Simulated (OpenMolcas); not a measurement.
**SiH2F2 (SMILES F[SiH2]F): B86PBE/ANO-R2 (DKH1)**

Aim: the vertical ionisation energy of SiH2F2 at B86PBE/ANO-R2 (DKH1), from 2 runs. 

The calculation is run with OpenMolcas 26.06.

**1. The structure to begin with**

SiH2F2: 5 atoms, total charge 0, spin state singlet. SMILES: `F[SiH2]F`. Geometry: relaxed at GFN2-xTB.

Bond lengths: F1–Si2 1.594 Å, Si2–F3 1.594 Å, Si2–H4 1.443 Å, Si2–H5 1.443 Å. Angles: F1–Si2–F3 102.9°, F1–Si2–H4 107.9°, F1–Si2–H5 108.0°, F3–Si2–H4 108.0°, F3–Si2–H5 107.9°, H4–Si2–H5 120.7°.

**2. Energy and forces at B86PBE/ANO-R2 (DKH1)**

coord.xyz reads:

```xyz
5

F     -1.046560     0.523250     0.981220
Si    -0.010700    -0.001170    -0.111060
F      1.215730    -0.505410     0.773130
H     -0.593670    -1.150140    -0.760570
H      0.435200     1.133470    -0.882720
```

job.input reads:

```
* F2H2Si Kohn-Sham DFT
>>> EXPORT MOLCAS_PRINT=2
&GATEWAY
COORD=coord.xyz
BASIS=ANO-R2
GROUP=NoSym
&SEWARD
RELATIVISTIC=R01O00
EXPERT
&SCF
KSDFT=B86PBE
PRORBITALS=0
&ALASKA
```

Command:

```sh
export MOLCAS_MEM=1860
pymolcas job.input > job.log
```

Output (excerpt; [...] marks lines left out):

```text
--- Start Module: gateway ---
[...]
--- Stop Module: gateway /rc=_RC_ALL_IS_WELL_ ---
[...]
 ###    WARNING:  EXPERT option is ON!                                       ###
 ###############################################################################
               SEWARD will generate:
[...]
      Basis functions          133
[...]
--- Start Module: scf ---
[...]
       Convergence after  10 Iterations
[...]
::    Total KS-DFT energy                            -491.4911585958
[...]
      Total spin, S                                     0.0000000000
[...]
      Total electronic charge=   34.000000
      Total            charge=   -0.000000
[...]
      Dipole Moment (debye):
      Origin of the operator (angstrom)=    0.0405    0.0043    0.4202
                   X= -1.7207E-01               Y= -1.8863E-02               Z= -1.7912E+00           Total=  1.7996E+00
      Quadrupole Moment (debye*angstrom):
[...]
--- Stop Module: scf /rc=_RC_ALL_IS_WELL_ ---
[...]
--- Start Module: alaska ---
[...]
 *              Molecular gradients               *
 **************************************************
  Irreducible representation: a
 ------------------------------------------------------------------------------------------
                              X                       Y                       Z
 ------------------------------------------------------------------------------------------
  F1                1.29008047439960E-02   -6.01904811279397E-03   -3.65866291527439E-03
  SI2              -1.70631679908628E-03   -2.40983754416779E-04   -1.88749324288402E-02
  F3               -1.35006864220983E-02    6.03791923281083E-03   -1.34454597788469E-03
  H4                5.57011293071485E-03    9.98110729624280E-03    1.14032938488324E-02
  H5               -3.26391445357710E-03   -9.75899466182240E-03    1.24748474731358E-02
 ------------------------------------------------------------------------------------------
--- Stop Module: alaska /rc=_RC_ALL_IS_WELL_ ---
[...]
```

It took 91 s on 1 thread of Arm Neoverse V1, shared host; peak memory 1 GiB.

**3. The doublet cation, same level**

coord.xyz is that of step 2.

job.inp reads:

```
* F2H2Si Kohn-Sham DFT

&GATEWAY
  Coord=coord.xyz
  Basis=ANO-R2
  Group=NoSym

&SEWARD
  Relativistic=R01O00
  Expert

&SCF
  UHF
  Charge=1
  Spin=2
  KSDFT=B86PBE
  PrOrbitals=0

&ALASKA
```

Command:

```sh
export MOLCAS_MEM=1860
pymolcas job.inp > job.log
```

Output (excerpt; [...] marks lines left out):

```text
--- Start Module: gateway ---
[...]
--- Stop Module: gateway /rc=_RC_ALL_IS_WELL_ ---
[...]
 ###    WARNING:  EXPERT option is ON!                                       ###
 ###############################################################################
               SEWARD will generate:
[...]
      Basis functions          133
[...]
--- Start Module: scf ---
[...]
       Convergence after  18 Iterations
[...]
::    Total KS-DFT energy                            -491.0373801223
[...]
      Total spin, S                                     0.5021555314
[...]
      Total electronic charge=   33.000000
      Total            charge=    1.000000
[...]
      Dipole Moment (debye):
      Origin of the operator (angstrom)=    0.0405    0.0043    0.4202
                   X= -4.2784E-01               Y= -4.5289E-02               Z= -4.4359E+00           Total=  4.4567E+00
      Center of Charge (angstrom)
[...]
--- Stop Module: scf /rc=_RC_ALL_IS_WELL_ ---
[...]
--- Start Module: alaska ---
[...]
 *              Molecular gradients               *
 **************************************************
  Irreducible representation: a
 ------------------------------------------------------------------------------------------
                              X                       Y                       Z
 ------------------------------------------------------------------------------------------
  F1                7.92739537646270E-03   -2.91929929428214E-03    1.21810135959635E-02
  SI2              -6.98947103685499E-03   -7.79959789608986E-04   -7.37443898266648E-02
  F3               -5.59006037202536E-03    3.24168637395683E-03    1.33115628228904E-02
  H4                1.44794157862940E-02    2.72280574810710E-02    2.26736782587915E-02
  H5               -9.82727975386322E-03   -2.67704847710877E-02    2.55781351490811E-02
 ------------------------------------------------------------------------------------------
--- Stop Module: alaska /rc=_RC_ALL_IS_WELL_ ---
[...]
```

It took 1.9 min on 1 thread of Arm Neoverse V1, shared host; peak memory 1 GiB.

**4. What came out**

Level: B86PBE/ANO-R2 (DKH1).

```
                                          quantity          value
                      singlet SiH2F2: total energy  -491.49116 Eh
                     singlet SiH2F2: dipole moment         1.80 D
                       singlet SiH2F2: HOMO energy       -8.58 eV
                       singlet SiH2F2: LUMO energy       -0.69 eV
                     singlet SiH2F2: HOMO–LUMO gap        7.89 eV
          singlet SiH2F2: largest force on an atom     0.975 eV/Å
                      doublet cation: total energy  -491.03738 Eh
doublet cation: HOMO energy (highest over α and β)      -17.19 eV
 doublet cation: LUMO energy (lowest over α and β)      -16.12 eV
                              doublet cation: ⟨S²⟩          0.754
          doublet cation: largest force on an atom     3.809 eV/Å
vertical ionisation energy (to the doublet cation)      12.348 eV
```

In words: The vertical ionisation energy comes to 12.35 eV (1191 kJ/mol). The largest force (singlet SiH2F2) is 0.97 eV/Å: the shape isn't a stationary point for this species at this level. The negative HOMO energy of the first species, 8.58 eV, lies 3.77 eV below that difference.
